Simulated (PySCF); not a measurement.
# C5H6O: geometry, NMR shifts, spin-spin couplings, electronic excitations and core binding energies

Wanted: the NMR shifts, spin-spin couplings, electronic excitations and core binding energies of C5H6O (`C#C/C=C/OC`), by calculation.

Computed with PySCF 2.14.0, with density-fitted response routines of our own, on a single molecule in the gas phase. Atoms count from 0, in the outputs and in this text.

### 1 The starting structure

12 atoms, charge 0, multiplicity 1; geometry from: MMFF94s.

Bonds of the start (Å): C0–C1 1.20, C1–C2 1.42, C2–C3 1.34, C3–O4 1.37, O4–C5 1.42, C0–H6 1.07, C2–H7 1.08, C3–H8 1.09, C5–H9 1.09, C5–H10 1.09, C5–H11 1.09.

### 2 Relaxing the molecule at PBE0-D3(BJ)/def2-SVP

The job: settings as JSON, then the geometry in Å.

```
{"job": {"xc": "PBE0", "basis": "def2-SVP", "d3": "d3bj", "grid": 1, "kind": "geom"}, "charge": 0, "multiplicity": 1}
C      3.078430     1.013016     0.485283
C      1.925119     0.709087     0.349534
C      0.558119     0.353106     0.193169
C      0.182724    -0.557900    -0.715733
O     -1.070053    -1.024230    -1.008205
C     -2.153893    -0.486447    -0.258999
H      4.102405     1.281317     0.604164
H     -0.157184     0.849095     0.837835
H      0.897418    -1.056915    -1.363520
H     -3.075200    -0.959066    -0.612166
H     -2.043997    -0.713818     0.806421
H     -2.243889     0.592755    -0.420617
```

**Question.** This job is followed by: GIAO PBE0/pcSseg-1 NMR shielding, non-relativistic, gas phase; B3LYP/pcJ-1 indirect spin-spin coupling, non-relativistic, gas phase; TDDFT wB97X-D/def2-SVPD, vertical, gas phase, core orbitals frozen in the response; GIAO KT3/pcSseg-2 NMR shielding, non-relativistic, gas phase; delta-SCF UKS SCAN, pcX-2 on the ionised atom, pcseg-1 elsewhere, spin-free X2C. Predict these results of the whole session: point group; rotational constants (main isotopes); 13C shifts against TMS (PBE0/pcSseg-1); 1H shifts against TMS (PBE0/pcSseg-1, means over atoms taken as alike); 17O shifts against H2O (PBE0/pcSseg-1); largest coupling of the table (B3LYP/pcJ-1); lowest singlet (wB97X-D/def2-SVPD); lowest triplet; vertical ionisation energy (ΔSCF); C1s binding energies, SCAN/pcX-2 (standing for 3 of 5 atoms); O1s binding energies, SCAN/pcX-2; range of the shift of C0.

**Answer**, as computed:

| quantity | value |
| --- | --- |
| point group | Cs |
| rotational constants (main isotopes) | 17.88, 1.61, 1.50 GHz |
| 13C shifts against TMS (PBE0/pcSseg-1) | 168.5, 86.0, 84.5, 82.5, 54.2 ppm |
| 1H shifts against TMS (PBE0/pcSseg-1, means over atoms taken as alike) | 7.08, 4.52, 3.45, 2.83 ppm |
| 17O shifts against H2O (PBE0/pcSseg-1) | 131.6 ppm |
| largest coupling of the table (B3LYP/pcJ-1) | 1J(C,H) C0–H6, 274.1 Hz |
| lowest singlet (wB97X-D/def2-SVPD) | 5.56 eV (223 nm), f = 0.360 |
| lowest triplet | 3.55 eV |
| vertical ionisation energy (ΔSCF) | 8.42 eV |
| C1s binding energies, SCAN/pcX-2 (standing for 3 of 5 atoms) | C5 292.77, C2 290.76, C0 289.70 eV |
| O1s binding energies, SCAN/pcX-2 | O4 539.39 eV |
| range of the shift of C0 | 73.7 to 84.5 ppm |

What this shows: C3 (alkene carbon bearing oxygen) lies farthest downfield among carbon, at 168.5 ppm; an sp2 carbon further deshielded by the attached heteroatom. The most deshielded hydrogen is H8 (hydrogen on an alkene carbon bearing oxygen), at 7.08 ppm: attached to an sp2 carbon and in the plane of the double bond. At PBE0/pcSseg-1: Shielding is most anisotropic at C1 (span 299 ppm, paramagnetic term -148 ppm). Couplings across rotatable bonds belong to this one conformer; where others are populated, the observed values are averages. The lowest singlet, at 5.56 eV, is HOMO→LUMO 0.87 and is bright. The lowest triplet lies 2.01 eV below the lowest singlet (triplets in Tamm-Dancoff, singlets in full TDDFT). At wB97X-D/def2-SVPD, the highest states lie near or above the ionisation energy, where they hang on the basis. The C1s levels kept as sound span 3.08 eV, from C0 (terminal alkyne carbon) up to C5 (methyl carbon bonded to O). Only 3 of the 5 C atoms are covered by sound results. Across the 2 runs the shift of C0 moves most, between 73.7 (KT3/pcSseg-2) and 84.5 ppm (PBE0/pcSseg-1).
